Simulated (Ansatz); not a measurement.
C5H10O (`CC(=O)C(C)C`), relaxed with RKS PBE-D4/def2-SVP in Ansatz 0.2.0 from a rough embedded geometry. The force threshold is 0.03 eV/Å; the program also tests the step.

Total charge 0; spin multiplicity 1.

Start:

```xyz
16

C    -0.863   -0.231    1.656
C    -0.003    0.759    0.969
O     0.444    1.743    1.586
C     0.352    0.486   -0.492
C     1.433   -0.628   -0.590
C    -0.785    0.180   -1.318
H    -1.844   -0.203    1.224
H    -0.454   -1.259    1.558
H    -0.880    0.014    2.769
H     0.821    1.438   -0.880
H     2.289   -0.378    0.118
H     1.035   -1.535   -0.265
H     1.832   -0.707   -1.600
H    -1.272   -0.778   -1.122
H    -0.553    0.155   -2.396
H    -1.552    0.946   -1.217
```

```
        step  energy (eV)  largest force (eV/Å)  largest move (Å)
           1   -7380.2826                 2.884             0.000
           2   -7380.6276                 1.114             0.064
           3   -7380.6625                 0.692             0.098
4 (rejected)   -7380.6341                 0.881             0.167
           5   -7380.6825                 0.265             0.083
           6   -7380.6869                 0.143             0.042
           7   -7380.6892                 0.034             0.037
           8   -7380.6896                 0.081             0.024
           9   -7380.6898                 0.040             0.016
          10   -7380.6900                 0.010             0.022
```

End:

```xyz
16

C    -0.907   -0.219    1.675
C     0.052    0.747    0.998
O     0.558    1.675    1.609
C     0.390    0.503   -0.482
C     1.493   -0.568   -0.578
C    -0.827    0.147   -1.344
H    -1.940   -0.042    1.307
H    -0.665   -1.277    1.441
H    -0.884   -0.054    2.768
H     0.819    1.469   -0.825
H     2.380   -0.287    0.023
H     1.134   -1.557   -0.223
H     1.819   -0.693   -1.631
H    -1.262   -0.833   -1.059
H    -0.535    0.077   -2.412
H    -1.626    0.912   -1.266
```

It took 22 s on 2 threads of an AMD EPYC 7R13 on a shared host, with 0.21 GiB of host memory at the peak.
